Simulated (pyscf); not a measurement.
Substitution at C: `[CH3][CH2][Br]` + `[CH3]` [doublet] -> `[CH3][CH3]` + `[CH2][Br]` [doublet]

Gas phase, doublet surface, charge 0. Bonds broken: C1–C2. Bonds formed: C1–C9. Optimised with ωB97X-D3(BJ)/def2-SVP in PySCF.

Transition state (Å):

```xyz
12

C     -0.7542     0.2961     0.2651
C     -0.1152    -1.3705    -0.3971
Br    -1.5016    -2.6823    -0.3259
H     -1.5256     0.3123    -0.5095
H     -0.9747    -0.1672     1.2305
H      0.2290     0.7400     0.0763
H      0.1899    -1.2122    -1.4386
H      0.7185    -1.6789     0.2454
C     -1.3796     1.9861     0.9286
H     -2.4268     1.8317     1.2192
H     -1.2774     2.7039     0.1040
H     -0.7426     2.2420     1.7856
```

One imaginary mode, 1263i cm⁻¹; descent along it reached the two sides named.

| bond | change | reactant side (Å) | saddle | product side |
|---|---|---|---|---|
| C1–C2 | breaks | 1.517 | 1.904 | 3.6 |
| C1–C9 | forms | 3.5 | 1.920 | 1.527 |

Electronic energies relative to the separated reactants (eV):

```
level                   barrier  reaction energy  reverse barrier
----------------------  -------  ---------------  ---------------
ωB97X-D3(BJ)/def2-TZVP     2.13            -0.05             2.19
PBE/def2-TZVP              1.72            -0.13             1.86
r²SCAN/def2-TZVP           1.92            -0.04             1.96
B3LYP-D3(BJ)/def2-TZVP     1.97            -0.05             2.02
PBE0-D3(BJ)/def2-TZVP      1.96            -0.06             2.02
M06-2X/def2-TZVP           2.04            -0.02             2.06
ωB97M-D3(BJ)/def2-TZVP     2.11            -0.05             2.16
HF/def2-TZVP               2.97            +0.06             2.91
```

With ωB97M-D3(BJ)/def2-TZVP energies and thermal terms (ideal gas, 1 atm, RRHO with modes under 100 cm⁻¹ raised to 100, one conformer, R ln 2 for chiral ones without a mode under 150 cm⁻¹), in eV:

| T (K) | ΔH‡ | ΔG‡ | ΔH | ΔG |
|---|---|---|---|---|
| 298 | 2.15 | 2.56 | -0.02 | -0.04 |
| 600 | 2.16 | 2.98 | -0.04 | -0.06 |
| 900 | 2.18 | 3.38 | -0.04 | -0.06 |
| 1200 | 2.21 | 3.78 | -0.05 | -0.07 |

One saddle was located; it need not be the lowest between these sides. The angle at the attacked C is 179°. Elements up to Kr have no core potential and no relativistic terms here.
